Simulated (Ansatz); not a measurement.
**Worked example: correlation energy of BSiH₂⁺ (H-bridged), triplet**

Geometry: that of the BSiH2 (H-bridged), doublet, kept fixed.

```yaml
atoms:
  - { symbol: Si, position_ang: [0.0000, -0.0053, 0.5948] }
  - { symbol: B, position_ang: [0.0000, -0.0779, -1.2479] }
  - { symbol: H, position_ang: [0.0000, 1.1505, -0.7602] }
  - { symbol: H, position_ang: [0.0000, -0.1670, -2.4296] }
```

Basis cc-pVTZ; Ansatz 0.2.0. Correlated methods freeze the noble-gas cores, which leaves 8 electrons in 86 orbitals. Prefix R: restricted or restricted open-shell reference; prefix U: unrestricted.

Full CI isn't at hand for all of this; UCCSDT(Q) serves as the reference, and is uncertain by about the last step of the cluster series.

Runs differ by some tens of microhartree through their thresholds and, for an open shell, their frozen cores, so steps under 0.03 kcal/mol mean nothing.

| level | total energy (hartree) |
| --- | --- |
| UHF | -314.386803 |
| UMP2 | -314.542702 |
| UCCSD | -314.575224 |
| UCCSD(T) | -314.583844 |
| UCCSDT | -314.585444 |
| UCCSDT(Q) | -314.585915 |

Question: What is the correlation energy at UCCSDT(Q), and what share of it do UMP2 and UCCSDT recover?

Answer: E(corr) = -314.585915 − (-314.386803) = -0.199112 hartree = -5.418 eV. UMP2: -0.155899 / -0.199112 = 78.30 %. UCCSDT: -0.198641 / -0.199112 = 99.76 %.

Question: By how many kcal/mol does UCCSD(T) miss UCCSDT(Q) (1 hartree = 627.509 kcal/mol), and which steps make up the rest?

Answer: -314.583844 − (-314.585915) = 0.002071 hartree = 1.30 kcal/mol. Steps: UCCSDT − UCCSD(T) = -1.00, UCCSDT(Q) − UCCSDT = -0.30 kcal/mol. Differences between like states or geometries often cancel part of this.
